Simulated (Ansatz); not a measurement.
**Heat of formation of C4H5N (3-butenenitrile) from total energies**

C4H5N: 10 atoms, total charge 0, spin state singlet. SMILES: `C=CCC#N`. The shape is that of a PBE0-D4/def2-TZVP optimisation. This is one conformer, not always the lowest.

Total energies at r2SCAN/def2-SVP (Ansatz 0.2.0); the atoms run unrestricted:

```tsv
species	state	energy (Eh)
C4H5N	singlet	-209.852319
C	triplet	-37.787389
N	quartet	-54.515405
H	doublet	-0.499209
```

Harmonic wavenumbers at PBE/def2-SVP, in cm⁻¹: 152, 153, 359, 385, 547, 608, 865, 906, 925, 942, 988, 1046, 1172, 1265, 1294, 1365, 1377, 1678, 2300, 2959, 2997, 3077, 3096, 3181.

Measured heats of formation of the gaseous atoms at 298.15 K, in kJ/mol: C 716.9, N 472.4, H 218.0. Spin-orbit lowering of the atoms at 298 K (mean of the ground term's levels less their thermal mean, from spectra), in kJ/mol: C 0.02. Take 1 Eh = 2625.50 kJ/mol, 1 cm⁻¹ = 0.0119627 kJ/mol, RT = 2.479 kJ/mol.

Work out the heat of formation of the gas at 298 K.


1. Electronic atomisation energy: 4 × (-37.787389) + (-54.515405) + 5 × (-0.499209) − (-209.852319) = 1.691313 Eh = 4440.5 kJ/mol.
2. Zero-point energy: half the sum of the wavenumbers, 16818.5 cm⁻¹ = 201.2 kJ/mol.
3. Thermal vibrational enthalpy, Σ hcν̃/(exp(hcν̃/kT) − 1): 6.9 kJ/mol. Translation, rotation and pV of a non-linear molecule: 4 RT = 9.9 kJ/mol.
4. The 10 free atoms carry 5/2 RT each: 62.0 kJ/mol.
5. Spin-orbit coupling lowers the free atoms by 4 × 0.02 = 0.1 kJ/mol.
6. Atomisation enthalpy at 298 K: 4440.5 − 0.1 − 201.2 − 6.9 − 9.9 + 62.0 = 4284.4 kJ/mol.
7. Sum of the atoms' heats of formation: 4430.0 kJ/mol. Heat of formation: 4430.0 − 4284.4 = +145.6 kJ/mol.

The tabulated value is +159.7 kJ/mol (CRC Handbook of Chemistry and Physics), so this level is off by -14.1 kJ/mol, or 0.3 % of the atomisation enthalpy. Anharmonicity and any spin-orbit splitting of the molecule are left out.
